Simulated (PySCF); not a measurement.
Potential energy curve for SMILES ClCC. The C2–Cl8 bond (C2 also carries C, H, H; Cl8 carries nothing else) is pulled apart rigidly from the PBE0/def2-TZVP optimised geometry.

RKS-PBE0 = restricted PBE0/cc-pVDZ run with PySCF; UKS-LDA (SVWN5) = unrestricted LDA (SVWN5)/cc-pVDZ (PySCF); UMP2 = PySCF with MP2 on UHF/cc-pVDZ, 7 core orbitals frozen.

Energies are in kcal/mol, each relative to the lowest point of its own curve near equilibrium.

```csv
R / Å,RKS-PBE0,UKS-LDA (SVWN5),UMP2
1.35,113.2,108.6,118.8
1.43,64.7,61.7,68.2
1.53,28.2,26.6,29.9
1.60,13.5,12.6,14.4
1.67,5.0,4.5,5.3
1.72,1.7,1.5,1.8
1.79,0.0,0.0,0.0
1.85,0.5,0.7,0.6
1.88,1.3,1.5,1.4
1.98,5.8,6.0,6.2
2.07,11.5,11.6,12.3
2.22,22.5,22.6,24.2
2.39,35.7,35.5,45.1
2.67,55.9,55.0,69.1
2.98,74.3,72.4,80.3
3.21,85.2,82.4,84.1
3.54,97.3,91.3,86.8
3.95,107.7,97.2,88.1
4.36,114.5,100.3,88.6
4.81,119.2,102.0,88.9
5.41,122.8,103.1,89.0
6.20,125.3,103.6,89.1
```

At the longest distance, 6.20 Å, RKS-PBE0 lies highest above its minimum (125.3 kcal/mol) and UMP2 lowest (89.1 kcal/mol).

At the longest distance RKS-PBE0, UKS-LDA (SVWN5) leaves fractional charges on the fragments, a sign of delocalisation error or of the restricted form. The restricted form behind RKS-PBE0 keeps the bonding electrons paired and can't separate into open-shell fragments. The unrestricted determinant behind UKS-LDA (SVWN5) is spin-contaminated at 3.21 to 6.20 Å (<S²> up to 0.8, against 0.00 for a pure singlet). The unrestricted determinant behind UMP2 is spin-contaminated at 2.39 to 6.20 Å (<S²> up to 1.0, against 0.00 for a pure singlet).
